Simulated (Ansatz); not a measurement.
# SiH4S (triplet): the correlation ladder at distance Si1–H5 along a hydrogen transfer = 2.310 Å, cc-pVDZ

The task here is to estimate one member of a computed series from the others.

Method: cc-pVDZ, core rule «outside noble gas», up to 10 orbitals frozen; program: Ansatz 0.2.0, Gaussian basis.

The runs, in order: UHF; CCSD(T) on ROHF; CCSD(T) on UHF; BCCD(T) on ROHF; CISD; CCSDT(Q) on ROHF; CCSDT(Q) on UHF; CASSCF and MRCISD+Q, 4 electrons in 4 orbitals; CASSCF and NEVPT2, 4 electrons in 4 orbitals.

11 further runs of the same task are left out: 1 for a mislabelled method, 7 that didn't finish, 3 set aside as unsound or not needed.

## What is computed

The geometry derives from fragments relaxed apart (PBE0/def2-TZVP) and kept rigid, so it is no stationary point. A hydrogen atom is moved between rigid fragments.

6 atoms, charge 0, spin multiplicity 3.

Atoms are counted from 1 here; the program's logs count them from 0.

Bond lengths: Si1–H2 1.485 Å, Si1–H3 1.485 Å, Si1–H4 1.485 Å, H5–S6 1.380 Å. Angles: H2–Si1–H3 109.5°, H2–Si1–H4 109.5°, H3–Si1–H4 109.5°.

Coordinates:

```
Si   -1.8565    0.0000    0.0000
H    -2.3513    1.3997    0.0000
H    -2.3513   -0.6999    1.2122
H    -2.3513   -0.6999   -1.2122
H     0.4535    0.0000    0.0000
S     1.8335    0.0000    0.0000
```

Set-up of the first run:

The input, in.yaml:

```yaml
crystal:
  periodic: [false, false, false]
  atoms:
    - {symbol: Si, position_ang: [-1.856460, 0.000000, 0.000000]}
    - {symbol: H, position_ang: [-2.351332, 1.399708, 0.000001]}
    - {symbol: H, position_ang: [-2.351331, -0.699854, 1.212183]}
    - {symbol: H, position_ang: [-2.351332, -0.699854, -1.212182]}
    - {symbol: H, position_ang: [0.453540, 0.000000, 0.000000]}
    - {symbol: S, position_ang: [1.833540, 0.000000, 0.000000]}
basis:
  gaussian: {orbitals: cc-pVDZ}
magnetization: {spin_polarized: true, initial_magnetization: 2}
hamiltonian: {xc: hf}
output: {orbitals: {seedname: orbitals}}
```

Launch:

```sh
$ ansatz run in.yaml --threads 1 --pin off --events-out ev --progress --plain --max-ram 2393MiB
```

Among the steps run: UHF; CCSD(T) on ROHF; CCSD(T) on UHF; BCCD(T) on ROHF; CISD; CCSDT(Q) on ROHF; CCSDT(Q) on UHF; CASSCF and MRCISD+Q, 4 electrons in 4 orbitals; CASSCF and NEVPT2, 4 electrons in 4 orbitals.

One table of the session follows, with a row left open; its other results are not shown here.

| method | from UCCSDT(Q) (kJ/mol) |
| --- | --- |
| ROHF | +714.0 |
| UHF | +697.7 |
| RMP2 | +140.5 |
| UMP2 | +141.3 |
| CISD | +80.8 |
| RCCSD | +17.0 |
| UCCSD | +16.6 |
| RCCSD(T) | +3.5 |
| UCCSD(T) | +3.5 |
| BCCD(T) | +3.5 |
| RCCSDT | +0.7 |
| UCCSDT | +0.6 |
| RCCSDT(Q) | 0.0 |
| UCCSDT(Q) | 0 |
| CASSCF pair | +668.4 |
| NEVPT2 pair | +138.6 |
| MRCISD pair | ? |
| MRCISD+Q pair | +5.1 |

Estimate the missing values for MRCISD pair.

As computed: from UCCSDT(Q) (kJ/mol): +72.3. In the column «from UCCSDT(Q) (kJ/mol)» it lies between RCCSD (+17.0) and CISD (+80.8).

Caveats from the session: Restricted and unrestricted rows rest on different reference determinants; where their highest levels disagree by more than a few hundredths of an eV, they describe different states and don't form one ladder.
